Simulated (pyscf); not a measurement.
One four-centre exchange on the singlet surface with elements of a group swapped. ωB97M-D3(BJ)/def2-TZVP, kcal/mol, from the separated reactants. Single points on ωB97X-D3(BJ)/def2-SVP structures (PySCF, gas phase).

```csv
step,barrier,reaction energy,imaginary mode (i cm⁻¹)
H₃Si–P(SiH₃)–GaH₂ + H₂ → H₃Si–PH–SiH₃ + GaH₃,28.8,+10.5,1299
H₃Si–As(SiH₃)–GaH₂ + H₂ → H₃Si–AsH–SiH₃ + GaH₃,28.8,+13.3,1251
```

Row 1: On the product side the descent ends in a complex (not fully relaxed), 6.0 kcal/mol under the separated species and 18.4 kcal/mol under the saddle at ωB97X-D3(BJ)/def2-TZVP. Row 2: On the product side the descent ends in a complex, 7.5 kcal/mol under the separated species and 16.6 kcal/mol under the saddle at ωB97X-D3(BJ)/def2-TZVP. Each row is the saddle that its search found. Elements up to Kr have no core potential and no relativistic terms here.
